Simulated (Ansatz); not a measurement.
Geometry optimisation, Ansatz 0.2.0, RKS B3LYP-D4/6-31G*.

The input (input.yaml):

```yaml
crystal:
  periodic: [false, false, false]
  atoms:
    - { symbol: Al, position_ang: [0.0, 0.0, 0.0] }
    - { symbol: H, position_ang: [0.0, 0.0, 1.56] }
    - { symbol: F, position_ang: [1.4635, 0.0, -0.845] }
    - { symbol: F, position_ang: [-1.4635, 0.0, -0.845] }
basis:
  gaussian: { orbitals: "6-31G*" }
hamiltonian:
  xc: b3lyp
  dispersion: d4
relax:
  f_tol: 0.02
  max_steps: 40
output:
  orbitals: {}
```

Launched with:

```bash
$ ansatz run input.yaml --threads 1 --pin off --max-ram 2048MiB --backend cpu --events-out ev --progress --plain --runs-dir out
```

**Question.** Where does it end, and by what steps?

**Answer.** It converged. After 3 steps the energy has fallen by 0.059 eV; F3 moved furthest, 0.05 Å.

```tsv
step	energy less start (eV)	largest force component (eV/Å)	accepted
0	0.0000	1.139	yes
1	-0.0411	0.645	yes
2	-0.0587	0.055	yes
3	-0.0588	0.007	yes
```

```xyz
4
Properties=species:S:1:pos:R:3
Al 0.000 0.000 0.001
H 0.000 0.000 1.567
F 1.411 0.000 -0.849
F -1.411 0.000 -0.849
```

Whether the end is a true minimum wasn't checked by a vibrational analysis.

Run time: 4.8 s on 1 thread of Arm Neoverse V2, with other jobs on the host, peak memory 0.1 GiB.
